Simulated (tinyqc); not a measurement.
Extended Hueckel theory, for HCl-, step by step. The parameters take no account of the charge, which enters only through the electron count, and nothing here shows that the anion is bound. One step of it, computed by the program tinyqc.

Question. Wolfsberg-Helmholz matrix. H_ij = K' S_ij (H_ii + H_jj)/2 for i != j (the diagonal keeps H_ii), with K' = 1.75.

overlap S:
```
,1Cl 3s,1Cl 3px,1Cl 3py,1Cl 3pz,2H 1s
1Cl 3s,1.000000,0.000000,0.000000,0.000000,0.327676
1Cl 3px,0.000000,1.000000,0.000000,0.000000,0.000000
1Cl 3py,0.000000,0.000000,1.000000,0.000000,0.000000
1Cl 3pz,0.000000,0.000000,0.000000,1.000000,0.474630
2H 1s,0.327676,0.000000,0.000000,0.474630,1.000000
```

diagonal H_ii (eV): 1Cl 3s -26.300000, 1Cl 3px -14.200000, 1Cl 3py -14.200000, 1Cl 3pz -14.200000, 2H 1s -13.600000

K = 1.750000

Give: H.

Answer.

H (eV):
```
,1Cl 3s,1Cl 3px,1Cl 3py,1Cl 3pz,2H 1s
1Cl 3s,-26.300,0.000,0.000,0.000,-11.440
1Cl 3px,0.000,-14.200,0.000,0.000,0.000
1Cl 3py,0.000,0.000,-14.200,0.000,0.000
1Cl 3pz,0.000,0.000,0.000,-14.200,-11.545
2H 1s,-11.440,0.000,0.000,-11.545,-13.600
```
